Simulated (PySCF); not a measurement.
Ranking problems on computed properties.

Each SMILES stands for a single optimised conformer of the isolated species, non-relativistic unless stated. Electronic properties by PySCF.

The conformers computed, where there is a choice (atom-mapped SMILES and torsion angles):
- `[OH:1][CH2:2][CH:3]1[CH:4]=[CH:5]1`: O1–C2–C3–C4 89°, H–O1–C2–C3 -55°
- `[CH3:1][O:2][SiH2:3][O:4][C:5]([CH3:6])=[O:7]`: C1–O2–Si3–O4 180°, O2–Si3–O4–C5 180°, Si3–O4–C5–C6 180°
- `[CH:1]#[C:2][O:3][CH2:4][CH3:5]`: C2–O3–C4–C5 69°

The conformers of `CCSCCB(O)O` aren't listed.

Question: Rank by lowest singlet excitation, lowest first (TDDFT CAM-B3LYP/def2-SVPD at PBE0-D3(BJ)/def2-SVP geometries).
A. `C[Si](C)(C)[O][GeH3]`
B. `CO[SiH2]OC(C)=O`
C. `FC1C[NH2+]C1`
D. `C1=CC1CO`

Answer: B (5.88 eV), D (6.11 eV), A (7.03 eV), C (8.71 eV).

Give the two extremes of that set as wavelengths.

`CO[SiH2]OC(C)=O`: 211 nm; `FC1C[NH2+]C1`: 142 nm.

Question: Rank by electronic spatial extent ⟨r²⟩ about the centre of nuclear charge, lowest first (CAM-B3LYP/def2-SVPD at PBE0-D3(BJ)/def2-SVP geometries).
A. `FC1C[NH2+]C1`
B. `OCC1C=C1`
C. `CO[SiH2]OC(C)=O`
D. `N([Si](C)(C)C)=C=S`
E. `C1=CC2=C(C=CS2)O1`
F. `C#COCC`
G. `O=C(F)F`

Answer: G (194 bohr²), A (363 bohr²), B (435 bohr²), F (461 bohr²), E (916 bohr²), C (1277 bohr²), D (1607 bohr²).

Give the two extremes of that set in Å².

`O=C(F)F`: 54 Å²; `C[Si](C)(C)N=C=S`: 450 Å².

Question: Rank by vertical ionisation energy, lowest first (ΔSCF CAM-B3LYP/def2-SVPD at PBE0-D3(BJ)/def2-SVP geometries).
A. `c1cc2sccc2o1`
B. `C[Si](C)(C)N=C=S`
C. `F[SiH2][SiH3]`
D. `FC1C[NH2+]C1`
E. `FC(F)=O`
F. `OCC1C=C1`

Answer: A (8.19 eV), B (9.24 eV), F (9.63 eV), C (10.74 eV), E (13.71 eV), D (17.31 eV).

By how much do the two ends of that ranking differ?

By 9.12 eV, between `FC1C[NH2+]C1` and `c1cc2sccc2o1`.

Question: Rank by HOMO–LUMO gap, lowest first (CAM-B3LYP/def2-SVPD at PBE0-D3(BJ)/def2-SVP geometries).
A. `C1=CC2=C(C=CS2)O1`
B. `C[Si](C)(C)[O][GeH3]`
C. `CCSCCB(O)O`
D. `C#COCC`

Answer: A (7.87 eV), C (8.91 eV), D (9.57 eV), B (10.14 eV).

Give the two extremes of that set in kcal/mol.

`c1cc2sccc2o1`: 181 kcal/mol; `[H][Ge]([H])([H])[O][Si](C)(C)C`: 234 kcal/mol.

Question: Rank by HOMO energy, highest first (CAM-B3LYP/def2-SVPD at PBE0-D3(BJ)/def2-SVP geometries).
A. `c12c(occ2)ccs1`
B. `CCSCCB(O)O`
C. `OCC1C=C1`
D. `O=C(F)F`
E. `[H][Ge]([H])([H])[O][Si](C)(C)C`

Answer: A (-7.49 eV), B (-8.16 eV), C (-8.67 eV), E (-9.25 eV), D (-12.07 eV).

Give the two extremes of that set in hartree.

`O=C(F)F`: -0.444 Eh; `c1cc2sccc2o1`: -0.275 Eh.

Question: Rank by static isotropic polarisability, highest first (CAM-B3LYP/def2-SVPD at PBE0-D3(BJ)/def2-SVP geometries).
A. `FC1C[NH2+]C1`
B. `CCSCCB(O)O`
C. `C[Si]([O][GeH3])(C)C`
D. `CO[SiH2]OC(C)=O`
E. `c1cc2sccc2o1`
F. `C#COCC`
G. `[SiH2](F)[SiH3]`
H. `O=C(F)F`

Answer: C (95.1 au), B (91.0 au), E (86.4 au), D (72.2 au), G (58.4 au), F (52.4 au), A (38.5 au), H (18.3 au).
